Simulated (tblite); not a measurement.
Compound: 3-thiophenethiol, C₄H₄S₂.
SMILES with atom numbers: `[SH:1][c:2]1[cH:3][cH:4][s:5][cH:6]1` (hydrogens: H7 on S1; H8 on C3; H9 on C4; H10 on C6)

Computed with GFN2-xTB (tblite), gas phase: Langevin dynamics at 400 K from the optimised GFN2-xTB geometry, time step 0.5 fs, friction 0.01 fs⁻¹, 2000 steps.

Start geometry:
```
atom  x, y, z in Å
S1      2.318   -0.211   -0.591
C2      0.616    0.129   -0.282
C3     -0.228   -0.678    0.524
C4     -1.489   -0.187    0.593
S5     -1.677    1.260   -0.315
C6     -0.029    1.208   -0.802
H7      2.352   -1.323    0.140
H8      0.100   -1.574    1.021
H9     -2.326   -0.590    1.127
H10     0.371    1.971   -1.438
```

The statistics below take the 31 frames saved every 25 fs from 250 to 1000 fs; their kinetic temperature (all 3N coordinates) averages 433 K.

Problem. How do the bond lengths spread?

Solution. 
| bond | start (Å) | mean (Å) | standard deviation (Å) | shortest (Å) | longest (Å) |
| --- | --- | --- | --- | --- | --- |
| S1–C2 | 1.764 | 1.775 | 0.041 | 1.693 | 1.905 |
| C2–C3 | 1.419 | 1.442 | 0.034 | 1.384 | 1.514 |
| C3–C4 | 1.355 | 1.360 | 0.024 | 1.309 | 1.403 |
| C4–S5 | 1.719 | 1.721 | 0.042 | 1.622 | 1.822 |
| S5–C6 | 1.719 | 1.728 | 0.040 | 1.631 | 1.800 |
| C2–C6 | 1.361 | 1.357 | 0.022 | 1.327 | 1.412 |
| S1–H7 | 1.331 | 1.339 | 0.032 | 1.287 | 1.402 |
| C3–H8 | 1.075 | 1.082 | 0.035 | 1.034 | 1.151 |
| C4–H9 | 1.072 | 1.079 | 0.035 | 1.015 | 1.151 |
| C6–H10 | 1.071 | 1.079 | 0.028 | 1.001 | 1.135 |

Problem. How widely does the potential energy scatter, against a harmonic estimate?

Solution. Mean 0.48 eV above the start, standard deviation 0.093 eV, range 0.28 to 0.68 eV. For 24 classical harmonic modes at 400 K the canonical values are 24kT/2 = 0.41 eV and kT·√(24/2) = 0.119 eV.

The run is classical and short, so these are rough statistics of one trajectory.

The cost below is that of the whole dynamics run. The run took 15 s of wall time on one thread, Arm Neoverse N1 (aarch64), no GPU (shared host), and the process peaked at 0.18 GiB of memory.
